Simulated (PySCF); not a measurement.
# M06-2X/STO-6G run of PF3 (phosphorus trifluoride)

What is the energy change on altering one bond length of PF3 (phosphorus trifluoride) at M06-2X/STO-6G? 

Program for the calculation: PySCF 2.14.0.

22 further runs of the same task are left out: 12 that didn't finish, 10 set aside as unsound or not needed.

## 1. Starting point

The species is PF3 (4 atoms), meant as a singlet with charge 0. SMILES: `FP(F)F`. Geometry: relaxed at PBE0-D4/def2-TZVP.

Bond lengths: F1–P2 1.572 Å, P2–F3 1.572 Å, P2–F4 1.572 Å. Angles: F1–P2–F3 97.6°, F1–P2–F4 97.6°, F3–P2–F4 97.6°.

## 2. The energy at M06-2X/STO-6G

Input file input.py:

```python
from pyscf import gto, dft

mol = gto.Mole()
mol.atom = '''
F      1.576787    -1.253266     1.652565
P     -0.562194     0.594508     0.741340
F     -2.006700    -1.316194    -1.014594
F      0.992106     1.975142    -1.379500
'''
mol.unit = 'bohr'
mol.spin = 0
mol.verbose = 3
mol.basis = 'sto-6g'
mol.max_memory = 1860
mol.build()

ks = dft.RKS(mol, xc='m06-2x')
ks.grids.level = 5
ks.conv_tol = 1e-10
ks.kernel()
if not ks.converged:
    ks = ks.newton().run(ks.mo_coeff, ks.mo_occ)

etot = ks.e_tot
print('E(%s) = %.9f' % ('M06-2X', etot))
```

The run is started by

```bash
$ OMP_NUM_THREADS=1 python input.py
```

Log:

```text
converged SCF energy = -637.978840345382
E(M06-2X) = -637.978840345
```

Run time: 8.1 s. Hardware: 1 thread of Arm Neoverse V1, shared host; peak memory 0.22 GiB.

## 3. The distorted shape

Input file calc.py:

```python
from pyscf import gto, dft

system = gto.Mole()
system.atom = '''
F    1.739912  -1.445433   1.260256
P   -0.297500   0.314600   0.392300
F   -1.061900  -0.696500  -0.536900
F    0.525000   1.045200  -0.730000
'''
system.max_memory = 1860
system.basis = 'sto-6g'
system.verbose = 3
system.build()

calc0 = dft.RKS(system, xc='m06-2x')
calc0.grids.level = 5
calc0.conv_tol = 1e-10
calc0.kernel()
if not calc0.converged:
    calc0 = calc0.newton().run(calc0.mo_coeff, calc0.mo_occ)

e_tot = calc0.e_tot
print('E(%s) = %.9f' % ('M06-2X', e_tot))
```

The run is started by

```bash
$ OMP_NUM_THREADS=1 python calc.py
```

Log:

```text
converged SCF energy = -637.774723137821
E(M06-2X) = -637.774723138
```

Wall time 14 s (1 thread of Arm Neoverse V1, shared host); peak memory 0.22 GiB.

## 4. Summary of results

Level: M06-2X/STO-6G.

| quantity | value |
| --- | --- |
| first shape: total energy | -637.97884 Eh |
| first shape: dipole moment | 0.89 D |
| first shape: HOMO energy | -5.72 eV |
| first shape: LUMO energy | 7.92 eV |
| first shape: HOMO–LUMO gap | 13.64 eV |
| distorted shape: total energy | -637.77472 Eh |
| distorted shape: dipole moment | 2.69 D |
| distorted shape: HOMO energy | -3.57 eV |
| distorted shape: LUMO energy | 0.72 eV |
| distorted shape: HOMO–LUMO gap | 4.29 eV |
| energy change with the F1–P2 bond stretched from 1.572 to 2.829 Å | 5.554 eV |

In words: With the F1–P2 bond stretched from 1.572 to 2.829 Å the energy rises by 5.55 eV (128 kcal/mol). The first shape isn't relaxed at this level, so the change isn't measured from a minimum. A restricted reference can't describe the breaking bond well at this length. The minimal basis adds a large error of its own. Mulliken charges (distorted shape) run from -0.22 on F1 to +0.64 on P2; they depend strongly on the basis.
